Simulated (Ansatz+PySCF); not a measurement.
A calculation with PySCF 2.14.0.

```python
from pyscf import gto, scf, mp

# the (T+d) and (D+d) sets load through basis_set_exchange
mol = gto.M(atom="""
C -1.196660 0.021130 0.021620
H -1.672110 0.974430 0.204850
H -1.723880 -0.910530 -0.129780
S 0.544280 -0.078560 -0.079180
H 0.858310 1.240310 -0.170950
H 0.909420 -0.168280 1.238870
""", basis={'C': 'cc-pvtz', 'H': 'cc-pvtz', 'S': 'cc-pv(t+d)z'}, charge=1, spin=1)
mf = scf.UHF(mol)
mf.kernel()
pt = mp.MP2(mf, frozen=6).run()
print(mf.e_tot, pt.e_corr, pt.e_tot)
```

The script is written out from the run's settings.

Results

```
Converged                       : yes
Reference energy                : -437.42676 hartree
Correlation energy              : -0.31842 hartree
Total energy                    : -437.74517 hartree
Spin squared of the determinant : 0.766
```
